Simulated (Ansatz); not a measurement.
fcc Au, treated with r²SCAN-D4 (PAW; Ansatz, a program for electronic structure).

Run with plane-wave cutoff 560 eV, 24×24×24 k mesh, Fermi–Dirac smearing 0.05 eV, scalar-relativistic PAW data made under PBE.

Computed at the level's own relaxed cell.

Estimate the equilibrium volume per atom, bulk modulus, lattice parameter a and pressure derivative B′ of the bulk modulus that the calculation returns.


* **equilibrium volume per atom**: 17.35 Å³/atom
* **bulk modulus**: 161 GPa
* **lattice parameter a**: 4.109 Å
* **pressure derivative B′ of the bulk modulus**: 5.8

The run finds no gap.

Measured, for comparison: equilibrium volume per atom 16.76 Å³/atom, lattice constant a 4.062 Å (static lattice: zero-point anharmonic expansion removed; as tabulated in Mejia-Rodriguez and Trickey (2018), arXiv:1807.09216); bulk modulus 182 GPa (0 K value with the zero-point phonon effect removed, our sources range from 175 to 182; as tabulated in Mejia-Rodriguez and Trickey (2018), arXiv:1807.09216). Computed (rounded) less measured: equilibrium volume per atom +3.5 %, bulk modulus -12 % (-8 % to -12 % over the range), lattice constant a +1.2 %.

Spin–orbit coupling is not included; it can shift volumes and moduli of such heavy elements.

The computed numbers hold no vibrational or temperature effects.
